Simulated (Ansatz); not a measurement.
Molecule: ethyl chloride, C$_{2}$H$_{5}$Cl (charge 0, singlet). 
Geometry from a B3LYP-D3(BJ)/def2-TZVP (Ansatz, a first-principles code) optimisation:
```
C
H 1 1.0874
H 1 1.0874 2 109.04
C 1 1.5122 2 112.08 3 -124.70
H 4 1.0899 1 111.03 2 -58.14
H 4 1.0899 5 108.44 1 122.25
H 4 1.0932 5 108.41 6 117.50
Cl 1 1.8106 2 105.94 3 113.62
```

CCSD(T) with Ansatz in growing basis sets, 20 correlated electrons. Correlated levels leave the core frozen unless marked. Open shells are spin-unrestricted. Spin-orbit coupling is left out. No relativistic terms. Costs are ratios of core time to the smallest set, on shared machines of one kind, and rough; they hold the program's checks for lower states.

| basis | functions | cost over smallest | E(corr) (Eh) | electronic atomisation energy (kcal/mol) |
|---|---|---|---|---|
| aug-cc-pV(D+d)Z | 123 | 1× | -0.5141 | 650.4 |
| aug-cc-pV(T+d)Z | 262 | 8× | ? | ? |

Task: What does the step to aug-cc-pV(T+d)Z buy, and how does its cost grow by formal scaling?

Result: Formally CCSD grows as o²v⁴ and (T) as o³v⁴; with o = 10 and v going from 106 to 245 both grow 29-fold in the last step, while integrals and the mean field grow more slowly. That step adds 108.5 mEh of correlation energy and 29.3 kcal/mol to the atomisation energy. Row: E(corr) (Eh) -0.6226, electronic atomisation energy (kcal/mol) 679.7.
